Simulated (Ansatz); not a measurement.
Geometry optimisation, RKS B3LYP/def2-SVP in Ansatz.

Input:

```yaml
crystal:
  periodic: [false, false, false]
  atoms:
    - { symbol: Si, position_ang: [-0.132734, 0.098691, -0.116872] }
    - { symbol: H, position_ang: [-0.206894, 0.086069, 1.357937] }
    - { symbol: H, position_ang: [1.277167, 0.236178, -0.541363] }
    - { symbol: O, position_ang: [-0.904884, 1.43802, -0.739433] }
    - { symbol: H, position_ang: [-1.850982, 1.529012, -0.586618] }
    - { symbol: H, position_ang: [-0.723047, -1.183667, -0.593339] }
    - { symbol: Cl, position_ang: [1.559802, -2.331061, 1.421752] }
    - { symbol: H, position_ang: [0.923371, -1.276442, 1.932137] }
basis:
  gaussian: { orbitals: def2-SVP }
hamiltonian:
  xc: b3lyp
relax:
  f_tol: 0.03
  max_steps: 50
```

Command:

```bash
$ ansatz run input.yaml --threads 1 --pin off --max-ram 2048MiB --backend cpu --events-out ev --progress --plain --runs-dir out
```

Q: Where does it end, and by what steps?

A: The forces met the threshold. The force dipped under the threshold on the way, but the program's further checks kept it going. After 16 steps the energy has fallen by 0.086 eV; H8 moved furthest, 0.83 Å.

| step | energy less start (eV) | largest force component (eV/Å) | accepted |
| --- | --- | --- | --- |
| 0 | 0.0000 | 0.881 | yes |
| 1 | -0.0575 | 0.556 | yes |
| 2 | -0.0689 | 0.383 | yes |
| 3 | -0.0769 | 0.172 | yes |
| 4 | -0.0792 | 0.069 | yes |
| 5 | -0.0809 | 0.102 | yes |
| 6 | -0.0820 | 0.129 | yes |
| 7 | -0.0835 | 0.088 | yes |
| 8 | -0.0835 | 0.095 | yes |
| 9 | -0.0810 | 0.339 | no |
| 10 | -0.0841 | 0.119 | yes |
| 11 | -0.0849 | 0.051 | yes |
| 12 | -0.0822 | 0.278 | no |
| 13 | -0.0852 | 0.017 | yes |
| 14 | -0.0853 | 0.082 | yes |
| 15 | -0.0855 | 0.043 | yes |
| 16 | -0.0856 | 0.014 | yes |

```xyz
8
Properties=species:S:1:pos:R:3
Si -0.227 0.207 -0.195
H -0.356 0.206 1.297
H 1.204 0.311 -0.569
O -0.974 1.542 -0.868
H -1.928 1.616 -0.757
H -0.810 -1.068 -0.709
Cl 1.605 -2.531 1.488
H 1.428 -1.686 2.447
```

Whether the end is a true minimum wasn't checked by a vibrational analysis.

Time of the run: 39 s on 1 thread of Arm Neoverse V1, with other jobs on the host, peak memory 0.14 GiB.
